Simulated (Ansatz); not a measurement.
**Isomers**

Structures of Si$_{2}$H$_{7}$O (charge +1), closed shell, relaxed at PBE0-D4/def2-TZVP (vibrations not checked; lower isomers may exist, and structures with a doubtful reference or unclear bonds are left out). Program: Ansatz 0.2.0. Basis: def2-TZVPP. Cores are frozen in the correlated methods. B3LYP uses VWN-RPA correlation.

**Question.** Rank them by CCSD(T) energy, lowest first, and give each one's height above the lowest. Links in brackets join atoms within 1.22 times the sum of their covalent radii (1.1 for two metals). (An estimate is asked for; the value comes from the calculation.)
A.
Si₂H₇O ([OH][SiH2][H][SiH3]), total charge +1
```
10
angstrom
O -1.3974 0.6087 -0.4497
Si 0.0766 1.1891 -0.6625
Si 1.0926 -1.0915 0.9949
H 1.1237 -0.0405 -0.2174
H -1.9248 0.1836 -1.1321
H 0.4358 2.1951 0.3414
H 0.6046 1.2860 -2.0335
H 0.4418 -2.2314 0.3274
H 0.2971 -0.3989 2.0231
H 2.5440 -1.1802 1.2309
```
B.
Si₂H₇O ([SiH3][OH][SiH3]), total charge +1
```
10
angstrom
Si -0.9273 0.9868 -0.9115
O -0.3455 -0.4779 -0.0588
Si 1.1295 -0.7254 0.9283
H -1.7260 0.4059 -2.0025
H 0.3447 1.6141 -1.3009
H -1.6979 1.7250 0.1023
H -0.9656 -1.2218 -0.0572
H 2.0902 0.1445 0.2330
H 0.7519 -0.2770 2.2785
H 1.3460 -2.1743 0.7889
```
C.
Si₂H₇O ([OH2][SiH2][SiH3]), total charge +1
```
10
angstrom
O -1.7729 0.9757 -0.7504
Si 0.0569 0.6873 -0.5809
Si 0.2535 -1.0543 0.9835
H -2.3853 0.2644 -0.9902
H -2.1091 1.8275 -1.0687
H 0.3980 2.0695 -0.1892
H 0.4285 0.4100 -1.9845
H 1.6796 -1.4455 0.9288
H -0.1669 -0.5153 2.2949
H -0.6484 -2.1245 0.4928
```

**Answer.** The calculation gives: B (0.00 kcal/mol), A (21.54 kcal/mol), C (22.76 kcal/mol). Heights count from the lowest.

**Question.** Do PBE-D4, r2SCAN-D4, PBE0-D4, B3LYP-D4, wB97M-V, HF, MP2 give the same order? (A judgement: the text doesn't fix the answer.)

**Answer.** Computed: Lowest first: PBE-D4 B < C < A; PBE0-D4 B < C < A. The others agree with CCSD(T).

T1 diagnostic: at most 0.012.

For scale, one of the runs: CCSD(T)/def2-TZVPP, 213 basis functions, launched by `ansatz run in.yaml --threads 2 --pin off --events-out ev --progress --plain --max-ram 4352MiB`. Hardware: 2 CPU threads of an Arm Neoverse V1, shared host. Wall time 59 s; peak host memory 2.8 GiB.
